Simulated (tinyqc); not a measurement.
A ladder of methods, and size consistency: correlation methods against full CI in the sto-6g basis, for H2O, spin multiplicity 1. Computed by the program tinyqc with PySCF. All electrons correlated; +Q is the Davidson correction (1 - c0^2) E_corr. The last columns treat two copies 100 angstrom apart as one system. FCI is the lowest singlet.

Geometry (angstrom):
```
atom       x        y       z
O     0.0000   0.0000  0.0000
H     0.0000   0.8280  0.5040
H     0.0000  -0.8280  0.5040
```

RHF energy of one = -75.669064 hartree

Correlation energies (hartree):
```
method   E_corr of one  share of FCI (%)  E_corr of two at 100 angstrom  two minus twice one (mhartree)
MP2          -0.035239           70.7418                      -0.070478                          0.0000
CISD         -0.049050           98.4666                      -0.095635                          2.4646
CISD+Q       -0.050350          101.0768                      -0.100310                          0.3895
CCSD         -0.049647           99.6659                      -0.099294                          0.0000
CCSD(T)      -0.049750           99.8725                      -0.099500                          0.0000
FCI          -0.049813          100.0000                              -                               -
```

What does the comparison show, and why?

MP2 recovers 71 %, CISD 98.5 % and CCSD 99.7 % of the FCI value (c0^2 = 0.973 in CISD). MP2 and coupled cluster are size consistent, so their last column vanishes; CISD loses 2.46 mhartree, since a double excitation on each copy is a quadruple of the pair, and the Davidson correction leaves +0.39.
